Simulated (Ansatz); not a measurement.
## [SiH₃···H···OH], doublet: transfer scan

Starting geometry:

```xyz
7

Si   -0.9804    0.0193    0.0000
H    -1.4753    1.4190    0.0000
H    -1.4753   -0.6806    1.2122
H    -1.4753   -0.6806   -1.2122
H     0.5042    0.0193    0.0000
O     1.8366    0.0193    0.0000
H     2.0884   -0.9207    0.0000
```

From there H5 is moved from one fragment to the other while all else, the fragments' distance too, stays fixed; atoms are numbered as listed. Energies are in kJ/mol, counted from the starting geometry at the same level. Kohn–Sham curves are unrestricted where that lies lower.

Basis cc-pVDZ; Ansatz 0.2.0. Only valence electrons are correlated (noble-gas cores frozen). R marks a restricted (for open shells ROHF) determinant, U an unrestricted one.

In so small a basis the reference is far from its limit while semilocal and hybrid functionals are nearer theirs (RPA and double hybrids share much of the reference's basis error), so the functionals' errors here hold much of the reference's basis and frozen-core error, which can add to them or hide them.

Full CI isn't at hand for all of this; UCCSDT(Q) serves as the reference, and is uncertain by about the last step of the cluster series.

```tsv
distance Si1-H5 (Å)	UCCSDT(Q)	PBE	revPBE	r2SCAN	PBE0	B3LYP	wB97M-V	B2PLYP	RPA-PBE
1.485	0.0	0.0	0.0	0.0	0.0	0.0	0.0	0.0	0.0
1.534	-9.2	-13.1	-12.6	-11.4	-11.1	-10.0	-9.9	-10.0	-9.3
1.631	-30.9	-36.6	-35.4	-33.4	-33.4	-29.8	-31.3	-31.7	-28.6
1.729	-57.6	-57.4	-55.8	-55.7	-57.0	-50.9	-55.8	-56.3	-50.5
1.827	-76.7	-66.4	-64.8	-68.4	-71.8	-63.5	-71.9	-72.4	-64.6
```
